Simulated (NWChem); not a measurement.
System: hydrogen sulfide (H2S); SMILES S

All runs: NWChem. Geometry: optimised at PBE-D3(BJ)/def2-SVP. Level: M05-2X/def2-SVP with SMD, gas-phase geometry; reactions with the solvents are ignored.

```json
[
 {"SMD term (kcal/mol)": "distortion of the solute's density", "water": "0.38", "ethyl acetate": "0.26"},
 {"SMD term (kcal/mol)": "polarisation", "water": "-3.00", "ethyl acetate": "-2.42"},
 {"SMD term (kcal/mol)": "cavity, dispersion and structure", "water": "1.03", "ethyl acetate": "-1.08"}
]
```

Task: Sum the solvation free energies, find the transfer free energy from water to ethyl acetate and the partition coefficient at 298.15 K.

Result: 
1. ΔG(solv, water) = -1.59 kcal/mol and ΔG(solv, ethyl acetate) = -3.24 kcal/mol (1 M gas to 1 M solution).
2. Transfer: -3.24 − (-1.59) = -1.65 kcal/mol.
3. log₁₀ K(ethyl acetate/water) = −ΔG/(RT ln 10) = 1.65/1.364 = 1.2, so the model puts more of the solute in ethyl acetate.
4. Of the transfer energy, 0.46 kcal/mol is electrostatic and -2.11 comes from the non-electrostatic term. The two phases are taken as the pure solvents.
